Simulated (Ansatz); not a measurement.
## Changing the shape of CF, doublet

Program: Ansatz, Gaussian basis, development build. Basis cc-pVTZ, nonrelativistic, no frozen core; active space CAS(5,5). Restricted Hartree–Fock, then the lowest state-specific CASSCF solution met for each case. On stretched bonds single-reference methods can fail or change state. Solutions in different active orbitals can move differences by tenths of an eV and at times more than 1 eV.

Case A: bond length 1.2700 Å.

Case B: bond length 1.3970 Å.

Energy less that of case A, in eV:

```
case  RHF/ROHF  CASSCF
   B    +0.399  +0.260
```

**Question.** Give the SC-NEVPT2 energies against case A.

**Answer.** B: +0.280 eV (6.5 kcal/mol).
